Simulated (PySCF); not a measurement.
## trans-crotononitrile: calculation against experiment

**Experimental background.**

From NIST CCCBDB Release 22 (SRD 101), experimental dipoles, for the gas: dipole moment (dielectric constant and refractivity) 4.5 D.

NIST CCCBDB Release 22 (SRD 101), experimental polarizabilities lists, for the gas: mean polarisability 8.201 Å³.

The runs below try to reproduce these values; the comparison stands at the end.

Compound: trans-crotononitrile, C₄H₅N.
Atom-mapped SMILES: `[CH3:1]/[CH:2]=[CH:3]/[C:4]#[N:5]` (hydrogens: H6, H7, H8 on C1; H9 on C2; H10 on C3)

Cartesian coordinates in Å at the GFN2-xTB level; atoms count from 1:
```xyz
10
C4H5N angstrom
C     -1.363    0.057    0.703
C     -0.150   -0.401   -0.019
C      0.867    0.393   -0.353
C      2.004   -0.076   -1.037
N      2.936   -0.447   -1.594
H     -2.251   -0.148    0.106
H     -1.320    1.122    0.921
H     -1.468   -0.493    1.638
H     -0.115   -1.452   -0.277
H      0.870    1.449   -0.111
```

Runs made with PySCF (gas phase, on this GFN2-xTB geometry; no spin–orbit coupling):

```
                            level                                                                           job  basis functions  wall time
                    PBE0/pcSseg-1                                                                    shieldings              110      6.8 s
                   PBE0/def2-SVPD             6 singlets by full TDDFT, 2 Tamm–Dancoff triplets, polarisability              140       12 s
               CAM-B3LYP/def2-SVP              1 singlet by full TDDFT, 2 Tamm–Dancoff triplets, polarisability               95      5.8 s
               B97-D/ANO-RCC-VDZP  spin–spin couplings from 10 perturbed nuclei, spin–dipole term for 1 of them               95       23 s
PBE0/pcSseg-0, level shift 0.3 Eh  spin–spin couplings from 10 perturbed nuclei, spin–dipole term for 1 of them               55      3.8 s
```

Hardware: Arm Neoverse V1, one thread, no GPU (shared host).

Results beside the measurements:

**Dipole moment.** Measured: 4.5 D (NIST CCCBDB Release 22 (SRD 101), experimental dipoles).

```tsv
level	computed (D)	computed − measured (D)	% (from the printed values)
PBE0/pcSseg-1	4.75	+0.25	+6
PBE0/def2-SVPD	4.80	+0.30	+7
CAM-B3LYP/def2-SVP	4.52	+0.02	0
B97-D/ANO-RCC-VDZP	4.61	+0.11	+2
PBE0/pcSseg-0	4.71	+0.21	+5
```

Closest is CAM-B3LYP/def2-SVP (+0.02 D), furthest PBE0/def2-SVPD (+0.30 D); one molecule doesn't rank methods. All 5 levels lie above the measurement. The computed dipoles belong to one fixed geometry; measured ones are averaged over vibrations unless marked μe. Magnitudes are compared, not signs.

**Mean polarisability.** Measured: 8.201 Å³ (NIST CCCBDB Release 22 (SRD 101), experimental polarizabilities).

| level | computed (Å³) | computed − measured (Å³) | % (from the printed values) |
| --- | --- | --- | --- |
| PBE0/def2-SVPD | 8.099 | -0.102 | -1 |
| CAM-B3LYP/def2-SVP | 6.860 | -1.341 | -16 |

Closest is PBE0/def2-SVPD (-0.102 Å³), furthest CAM-B3LYP/def2-SVP (-1.341 Å³); one molecule doesn't rank methods. The computed values are static and purely electronic, with core orbitals frozen in the response (1 au = 0.148185 Å³). The table of measured values doesn't say here whether a value is static or optical, or holds a vibrational part.

No measured geometry was used, and the causes of the misses weren't examined.

The pairwise dispersion term of B97-D wasn't added to the energies; at a given geometry it leaves orbitals and properties as they are.
